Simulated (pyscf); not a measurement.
A first-order saddle from PySCF, ωB97X-D3(BJ)/def2-SVP:

```
O
Si 1 1.6482
Si 1 1.6778 2 133.62
H 3 1.4864 1 111.03 2 -57.74
H 3 1.4866 4 109.62 1 117.62
H 3 1.4893 4 110.35 5 120.54
H 2 1.5149 1 104.56 3 -162.74
F 2 2.0007 7 154.78 1 -128.14
H 8 1.2191 2 63.18 7 24.78
H 9 0.9726 8 149.02 2 -0.48
```
Charge 0, spin multiplicity 2.

Surface: doublet, charge 0. Lowest wavenumbers (cm⁻¹): 1138i, 91, 118, 177, 273.

Question: Which two sides does it connect, and which bonds change?

Answer: •H₂Si–O–SiH₃ + hydrogen fluoride (HF) ⇌ F–SiH•–O–SiH₃ + hydrogen (H₂), a four-centre exchange read from left to right: H–Si, F–H broken and F–Si, H–H formed. At ωB97M-D3(BJ)/def2-TZVP it lies +23.9 kcal/mol from the left side and +54.4 kcal/mol from the right (each side as separated species at their lowest minima found). This is the saddle that the search found; another between the same sides may lie lower.
